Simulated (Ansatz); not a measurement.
The same path of AlH5OSi (8 atoms, charge 0, multiplicity 1) was run twice with different band settings. Lost on the way: Al1–H2. Made: H2–O3.

Level of theory: RKS PBE0-D4/def2-SVP in Ansatz 0.2.0.

Relaxed end points:

```xyz
8
Properties=species:S:1:pos:R:3
Al 0.135 0.146 0.429
H -0.057 0.600 1.933
O 1.530 -0.740 0.035
Si 2.895 -1.592 -0.314
H 2.538 -2.933 -0.871
H 3.717 -0.857 -1.323
H 3.721 -1.793 0.916
H -0.893 0.467 -0.731
```

```xyz
8
Properties=species:S:1:pos:R:3
Al -0.320 0.260 -0.191
H 1.449 -0.289 1.831
O 1.196 -0.351 0.901
Si 2.262 -1.211 -0.230
H 1.832 -2.562 -0.697
H 3.070 -0.392 -1.180
H 3.271 -1.543 0.864
H 0.827 -0.614 -1.222
```

Common settings: spring 5.0 eV/Å²; optimiser quadratic models (default); start path through a guess of the saddle point; force threshold 0.05 eV/Å; iteration limit 60; end points relaxed.

| run | movable images | climbing image |
| --- | --- | --- |
| 1 | 7 | yes |
| 2 | 3 | no |

Task: What does each run give, and how far can it be trusted?

Result: Run 1: converged after 42 iterations, highest image 3.166 eV above the first end. Neighbouring images differ by up to 2.5 eV, so the band resolves the path poorly. A vibrational analysis at the climbing image gives one clearly imaginary mode, 1491i cm⁻¹: a first-order saddle point.
Run 2: converged after 14 iterations, highest image 2.262 eV above the first end. Neighbouring images differ by up to 2.1 eV, so the band resolves the path poorly. No image climbed, so the highest image needn't sit at the top of the path. So few images can step over the top or miss a turn of the path.
The orbitals stay closed-shell, which can raise the energy where a bond breaks towards radicals; this wasn't checked here.
